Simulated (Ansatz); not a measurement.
## An input for CHF2 (difluoromethyl radical)

CHF2 has 4 atoms, charge 0, and is taken as a doublet. As SMILES, `F[CH]F`. Geometry: relaxed at PBE0-D4/def2-TZVP.

```tsv
atom	x (Å)	y (Å)	z (Å)
F	-1.2082	0.2646	-0.1417
C	0.0386	0.0634	0.2444
F	0.4331	-1.1668	-0.0296
H	0.7365	0.8387	-0.0731
```

Settings wanted:

| Setting | Value |
| --- | --- |
| basis set | STO-3G |
| integral approximation | none |
| task | energy |
| method | CCSDT(Q) |
| dispersion | none |
| reference | UHF |
| relativity | none |
| accuracy | high |
| frozen core orbitals | 3 |

**Question.** Write the Ansatz 0.2.0 input and the command.

**Answer.** One that was run (others would do as well):

in.yaml:
```yaml
crystal:
  periodic: [false, false, false]
  atoms:
    - {symbol: F, position_ang: [-1.208200, 0.264600, -0.141700]}
    - {symbol: C, position_ang: [0.038600, 0.063400, 0.244400]}
    - {symbol: F, position_ang: [0.433100, -1.166800, -0.029600]}
    - {symbol: H, position_ang: [0.736500, 0.838700, -0.073100]}
basis:
  gaussian: {orbitals: STO-3G}
scf: {omitted_lower_state_checks: [cluster_reference, increment]}
accuracy: high
correlation: {method: ccsdt_q, frozen_orbitals: {C: 1, F: 1, H: 0}}
magnetization: {spin_polarized: true, initial_magnetization: 1}
```

```bash
$ ansatz run in.yaml --threads 1 --pin off --max-ram 2610MiB --events-out events.jsonl --progress --plain --runs-dir runs
```

Calculated total energy: -234.09957 Eh.
